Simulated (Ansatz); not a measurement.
Input file:

```yaml
crystal:
  periodic: [false, false, false]
  atoms:
    - {symbol: B, position_ang: [0.000000, 0.000000, 0.000000]}
    - {symbol: H, position_ang: [0.472475, 0.486295, 1.057304]}
    - {symbol: H, position_ang: [-0.485791, -0.470884, 1.058245]}
    - {symbol: H, position_ang: [-0.471913, 0.471402, -1.064277]}
    - {symbol: H, position_ang: [0.485229, -0.486813, -1.051272]}
basis:
  gaussian: {orbitals: cc-pVDZ}
total_charge: 1
magnetization: {spin_polarized: false, initial_magnetization: 2}
correlation: {method: ccsdt_q, electrons: outside_noble_gas}
```

```sh
$ ansatz run in.yaml --threads 1 --pin off --events-out ev --progress --plain --max-ram 2393MiB
```

Question: Roughly how long does this take on 1 thread of Intel Xeon, shared host, and how much host memory?

Answer: 8.1 s wall and 0.14 GiB.

```
632 factors; integrals over basis functions are off by at most 7.6e-8 eV
mean field evaluation 1: about -720.2520 eV, gradient 1.1e1 eV
mean field evaluation 2: about -720.2526 eV, gradient 1.1e1 eV
mean field evaluation 4: about -720.8156 eV, gradient 4.0e-1 eV
mean field evaluation 8: about -720.8167 eV, gradient 6.5e-7 eV
mean field -720.81665101 eV, -26.4895233374 hartree, gradient 6.7e-7 eV, S^2 2.000000; 0 other end points of the search recorded, 0 dependent functions left out
mean field evaluation 16: about -720.3192 eV, gradient 8.8e0 eV
1 core orbitals not correlated: weight in the atoms' cores, before any rotation towards them, 1.000 or more for the frozen orbitals, at most 0.000 for the correlated occupied ones
reference -720.81665101 eV, -26.4895233374 hartree; 4, 2 occupied and 29, 31 virtual orbitals, 632 factors
second order -2.40651324 eV of doubles, -0.09933497 eV of singles
cycle   1  -2.97015887 eV  change   -4.6e-1 eV  update   4.8e-2
cycle   2  -3.19118772 eV  change   -2.2e-1 eV  update   1.9e-2
cycle   3  -3.20089324 eV  change   -9.7e-3 eV  update   5.2e-3
cycle   4  -3.20350632 eV  change   -2.6e-3 eV  update   1.8e-3
cycle   5  -3.20231131 eV  change    1.2e-3 eV  update   6.0e-4
cycle   6  -3.20230337 eV  change    7.9e-6 eV  update   1.7e-4
cycle   7  -3.20242981 eV  change   -1.3e-4 eV  update   6.2e-5
cycle   8  -3.20242465 eV  change    5.2e-6 eV  update   2.2e-5
cycle   9  -3.20241605 eV  change    8.6e-6 eV  update   6.3e-6
cycle  10  -3.20241948 eV  change   -3.4e-6 eV  update   1.9e-6
cycle  11  -3.20242015 eV  change   -6.7e-7 eV  update   5.8e-7
perturbative correction -0.00106840 eV, -0.0000392631 hartree
Total energy: -724.02013956 eV, -26.6072493703 hartree
```

For the same geometry and basis full CI lies 0.0 meV lower.
